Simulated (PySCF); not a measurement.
Compound: C₅H₇O (charge -1).
SMILES: `C1CC1/C=C/[O-]`

A PySCF run (density fitting, gas phase, GFN2-xTB geometry) gave HOMO 0.58 eV, LUMO 3.85 eV and E = -269.695 Eh.

Question: Which of these levels was it?
A. PBE0/ANO-RCC-VDZP
B. PBE0/Sadlej pVTZ
C. PBE0/def2-SVPD

Answer: A. It is PBE0/ANO-RCC-VDZP. All candidates on this geometry:

| level and settings | kind | basis functions | SCF cycles | E (Eh) | HOMO (eV) | LUMO (eV) |
| --- | --- | --- | --- | --- | --- | --- |
| PBE0/Sadlej pVTZ | global hybrid | 207 | 16 | -269.6799 | 0.24 | 2.60 |
| PBE0/ANO-RCC-VDZP, grid level 4 | global hybrid | 119 | 15 | -269.6950 | 0.58 | 3.85 |
| PBE0/def2-SVPD, energy threshold 1e-07 Eh | global hybrid | 179 | 10 | -269.4428 | 0.28 | 4.17 |

The nearest other candidate, by the summed differences of HOMO and LUMO, is PBE0/def2-SVPD: its HOMO differs by -0.30 eV and its LUMO by +0.32 eV. Cycle counts include a coarse-grid stage where the run had one. ANO-RCC sets were contracted for a scalar-relativistic Hamiltonian, but ran non-relativistically here. The HOMO energy is positive at PBE0/ANO-RCC-VDZP, PBE0/Sadlej pVTZ and PBE0/def2-SVPD; such an orbital is held in place by the finite basis.

The values belong to the conformer `[O-:1]/[CH:2]=[CH:3]/[CH:4]1[CH2:5][CH2:6]1`: C2–C3–C4–C5 144°.
